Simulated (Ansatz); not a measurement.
Born–Oppenheimer molecular dynamics of H5NSi (7 atoms, charge 0, multiplicity 1). It starts from a relaxed structure.

Level of theory: RKS B3LYP-D4/def2-SVP in Ansatz 0.2.0.

```
ensemble                      : NVE (velocity Verlet)
time step                     : 0.5 fs
steps asked                   : 500
starting velocities drawn for : 1000 K
seed                          : 906963
```

Frames 2.5 fs apart, positions in Å, forces in eV/Å.

Velocities at 85.0 fs (Å/ps):

```
Si -0.22 -1.26 -4.14
N -0.82 3.81 10.08
H 35.27 -33.63 8.38
H -19.28 -3.37 -30.74
H -34.03 -6.00 7.81
H 2.12 -1.06 -13.14
H 33.55 26.08 2.96
```

```xyz
7
Properties=species:S:1:pos:R:3:forces:R:3 time_fs=85.0 energy_less_start_eV=0.168 T=741
Si 0.002 -0.013 0.028 0.31 -0.42 1.83
N 0.017 -0.139 1.861 -0.84 0.75 -2.09
H 0.212 0.780 2.255 0.00 -0.04 0.22
H 0.640 -0.808 2.277 0.42 -0.45 0.10
H 1.291 0.566 -0.418 0.19 0.12 -0.37
H -1.093 0.875 -0.461 -0.04 -0.04 0.20
H -0.143 -1.376 -0.569 -0.05 0.09 0.10
7
Properties=species:S:1:pos:R:3:forces:R:3 time_fs=87.5 energy_less_start_eV=0.348 T=467
Si 0.001 -0.016 0.020 -0.64 0.57 2.87
N 0.012 -0.129 1.880 -1.45 -0.41 -3.16
H 0.306 0.719 2.291 0.39 1.43 0.70
H 0.615 -0.845 2.211 0.72 -1.00 0.38
H 1.225 0.560 -0.413 1.34 0.69 -0.67
H -1.089 0.870 -0.488 -0.10 -0.14 0.20
H -0.063 -1.321 -0.563 -0.27 -1.15 -0.31
7
Properties=species:S:1:pos:R:3:forces:R:3 time_fs=90.0 energy_less_start_eV=0.339 T=478
Si -0.001 -0.018 0.018 -0.03 1.00 2.58
N 0.002 -0.120 1.887 0.95 -0.39 -1.30
H 0.414 0.720 2.358 -0.46 -0.75 -0.62
H 0.623 -0.926 2.163 -0.79 0.95 -0.24
H 1.230 0.592 -0.446 0.81 0.45 -0.39
H -1.091 0.857 -0.503 -0.16 -0.20 0.18
H 0.002 -1.328 -0.573 -0.32 -1.06 -0.20
7
Properties=species:S:1:pos:R:3:forces:R:3 time_fs=92.5 energy_less_start_eV=0.365 T=438
Si -0.002 -0.018 0.022 1.20 0.59 1.45
N -0.005 -0.112 1.888 1.57 -0.21 -0.94
H 0.498 0.688 2.393 -0.92 -1.19 -1.11
H 0.592 -0.961 2.104 -0.86 1.06 -0.07
H 1.279 0.649 -0.500 -0.45 -0.21 0.17
H -1.103 0.832 -0.507 -0.20 -0.20 0.14
H 0.048 -1.392 -0.592 -0.33 0.16 0.36
7
Properties=species:S:1:pos:R:3:forces:R:3 time_fs=95.0 energy_less_start_eV=0.404 T=377
Si -0.002 -0.017 0.028 1.62 0.24 0.69
N -0.005 -0.105 1.883 -0.49 -0.13 -2.47
H 0.534 0.596 2.369 0.11 0.73 0.00
H 0.516 -0.945 2.044 0.32 -1.04 0.52
H 1.306 0.695 -0.545 -1.04 -0.56 0.50
H -1.126 0.795 -0.504 -0.18 -0.18 0.09
H 0.074 -1.449 -0.591 -0.33 0.93 0.67
7
Properties=species:S:1:pos:R:3:forces:R:3 time_fs=97.5 energy_less_start_eV=0.359 T=449
Si 0.003 -0.015 0.036 1.21 0.21 0.38
N -0.008 -0.100 1.869 -0.87 -0.82 -2.66
H 0.575 0.542 2.344 0.73 1.38 0.56
H 0.452 -0.980 2.011 0.20 -1.00 0.58
H 1.274 0.710 -0.562 -0.89 -0.50 0.51
H -1.160 0.747 -0.495 -0.10 -0.16 0.07
H 0.081 -1.455 -0.552 -0.28 0.88 0.57
7
Properties=species:S:1:pos:R:3:forces:R:3 time_fs=100.0 energy_less_start_eV=0.218 T=665
Si 0.009 -0.013 0.045 0.02 0.39 0.50
N -0.013 -0.098 1.844 1.63 -0.97 -0.36
H 0.647 0.556 2.341 -0.88 -0.63 -0.67
H 0.397 -1.062 2.012 -0.63 1.28 0.23
H 1.192 0.696 -0.549 -0.01 0.01 0.13
H -1.200 0.690 -0.481 0.02 -0.10 0.06
H 0.071 -1.411 -0.480 -0.16 0.01 0.11
7
Properties=species:S:1:pos:R:3:forces:R:3 time_fs=102.5 energy_less_start_eV=0.266 T=592
Si 0.016 -0.010 0.055 -1.55 0.48 0.81
N -0.011 -0.099 1.817 1.71 -0.48 0.51
H 0.674 0.542 2.306 -1.06 -0.84 -0.60
H 0.309 -1.081 2.027 -0.40 1.21 0.17
H 1.112 0.685 -0.531 1.19 0.76 -0.47
H -1.239 0.627 -0.465 0.12 0.00 0.03
H 0.052 -1.369 -0.403 -0.01 -1.13 -0.44
7
Properties=species:S:1:pos:R:3:forces:R:3 time_fs=105.0 energy_less_start_eV=0.249 T=618
Si 0.019 -0.006 0.067 -1.78 0.02 0.02
N -0.004 -0.102 1.792 -0.49 0.29 -0.55
H 0.648 0.488 2.243 0.74 0.93 0.91
H 0.199 -1.039 2.056 0.17 -1.08 0.61
H 1.096 0.715 -0.537 1.06 0.68 -0.40
H -1.271 0.564 -0.447 0.18 0.12 -0.05
H 0.032 -1.387 -0.350 0.12 -0.97 -0.54
7
Properties=species:S:1:pos:R:3:forces:R:3 time_fs=107.5 energy_less_start_eV=0.227 T=651
Si 0.019 -0.002 0.078 -0.77 -0.75 -1.76
N 0.003 -0.105 1.765 -0.10 -0.02 0.78
H 0.657 0.480 2.226 0.61 0.76 0.92
H 0.095 -1.044 2.117 0.02 -0.37 0.27
H 1.138 0.781 -0.565 -0.14 -0.14 0.27
H -1.293 0.508 -0.432 0.17 0.26 -0.14
H 0.019 -1.457 -0.328 0.21 0.26 -0.33
7
Properties=species:S:1:pos:R:3:forces:R:3 time_fs=110.0 energy_less_start_eV=0.440 T=324
Si 0.017 0.001 0.086 -0.06 -1.21 -3.07
N 0.009 -0.108 1.742 1.64 -0.14 3.99
H 0.693 0.510 2.258 -1.18 -0.94 -0.45
H -0.006 -1.066 2.190 0.08 1.56 -0.72
H 1.175 0.841 -0.578 -0.85 -0.66 0.65
H -1.304 0.468 -0.426 0.12 0.36 -0.22
H 0.019 -1.514 -0.326 0.26 1.03 -0.20
7
Properties=species:S:1:pos:R:3:forces:R:3 time_fs=112.5 energy_less_start_eV=0.386 T=406
Si 0.015 0.000 0.087 -0.03 -1.27 -3.15
N 0.022 -0.111 1.736 1.17 0.36 3.63
H 0.671 0.495 2.271 -0.73 -0.50 -0.23
H -0.104 -1.009 2.227 0.09 0.64 -0.46
H 1.164 0.864 -0.553 -0.84 -0.67 0.62
H -1.308 0.449 -0.432 0.08 0.38 -0.22
H 0.034 -1.514 -0.336 0.25 1.05 -0.19
```

Of the whole run (250 fs, mean temperature of the second half 539 K): The conserved energy stayed within 0.6 meV per atom of its start (net change 0.23 meV per atom), so the integration is sound. The temperature averaged 0.54 of the 1000 K drawn at the start: a run that starts near a minimum puts about half its kinetic energy into the potential. A run of 0.25 ps of so small a system gives no equilibrium averages.

The run took 9.4 min on 1 thread of Arm Neoverse V1, on a shared host, peak memory 0.1 GiB.
